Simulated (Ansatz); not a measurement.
Consider the formal exchange of groups at a C–C bond: `C=C(O)CCl` + `C=N` → `C=C(O)C=N` + `CCl`.

Program: Ansatz. Geometries: PBE0-D4/def2-TZVP. ΔE: electronic, gas phase. CCSD(T)/CBS is the MP2 limit (def2-TZVPP, def2-QZVPP) plus CCSD(T) − MP2 in def2-TZVPP, frozen cores. This one scheme is used for every species. DFT in def2-TZVPP. B3LYP here is the variant with VWN-RPA as its local correlation; programs differ in this. HSE06 is defined as in plane-wave codes. Each species was taken in one conformer, which may not be the lowest.

| level | ΔE (kcal/mol) | difference from CCSD(T)/CBS |
| --- | --- | --- |
| PBE-D4 | -14.4 | -2.6 |
| revPBE-D4 | -13.8 | -2.0 |
| r2SCAN-D4 | -14.5 | -2.7 |
| B97M-V | -14.0 | -2.2 |
| PBE0-D4 | -13.7 | -1.9 |
| B3LYP-D4 | -13.0 | -1.2 |
| r2SCANh-D4 | -14.2 | -2.4 |
| HSE06-D4 | -13.8 | -2.0 |
| BHLYP-D4 | -12.3 | -0.5 |
| CAM-B3LYP-D4 | -12.7 | -0.9 |
| ωB97X-V | -11.8 | 0.0 |
| ωB97M-V | -11.7 | 0.1 |
| B2PLYP | -12.9 | -1.1 |
| PBE-QIDH | -13.1 | -1.3 |
| PBE | -14.7 | -2.9 |
| revPBE | -14.0 | -2.2 |
| BLYP | -13.9 | -2.1 |
| r2SCAN | -14.6 | -2.8 |
| PBE0 | -14.0 | -2.2 |
| B3LYP | -13.5 | -1.7 |
| r2SCANh | -14.3 | -2.5 |
| r2SCAN0 | -13.9 | -2.1 |
| HSE06 | -14.0 | -2.2 |
| BHLYP | -12.7 | -0.9 |
| CAM-B3LYP | -13.0 | -1.2 |
| HF/def2-SVP | -10.9 | 0.9 |
| MP2/def2-SVP | -12.0 | -0.2 |
| CCSD/def2-SVP | -10.6 | 1.2 |
| CCSD(T)/def2-SVP | -11.2 | 0.6 |
| HF/def2-TZVPP | -10.7 | 1.1 |
| MP2/def2-TZVPP | -12.1 | -0.3 |
| SCS-MP2/def2-TZVPP | -11.3 | 0.5 |
| CCSD/def2-TZVPP | -10.9 | 0.9 |
| CCSD(T)/def2-TZVPP | -11.5 | 0.3 |
| HF/def2-QZVPP | -10.8 | 1.0 |
| MP2/def2-QZVPP | -12.4 | -0.6 |
| SCS-MP2/def2-QZVPP | -11.5 | 0.3 |
| HF/CBS(def2) | -10.9 | 0.9 |
| MP2/CBS(def2) | -12.5 | -0.7 |
| CCSD/CBS(def2) | -11.2 | 0.6 |
| CCSD(T)/CBS | -11.8 | 0 |

Task: What do rigid-rotor, harmonic-oscillator terms from PBE0-D4/def2-TZVP frequencies (298.15 K, 1 bar) make of the CCSD(T)/CBS value? (An estimate is asked.)

Result: Computed: ΔZPE = +0.6 kcal/mol, ΔH = -11.5 kcal/mol, ΔS = -16 J/(mol·K), ΔG = -10.4 kcal/mol.

Largest T1 diagnostic among the species: 0.013.

Leaving LDA and LC-ωPBE aside and taking each functional with its dispersion term where it has one, the values spread over 2.8 kcal/mol, from r2SCAN-D4 to ωB97M-V. LDA lies −2.1 kcal/mol from PBE without D4. In def2-TZVPP, CCSD(T) changes the Hartree–Fock value by −0.8 kcal/mol (the triples alone add −0.5 kcal/mol) and MP2 by −1.5 kcal/mol. From PBE to PBE0 (25 % exact exchange), in def2-TZVPP and without D4, ΔE moves by +0.7 kcal/mol.
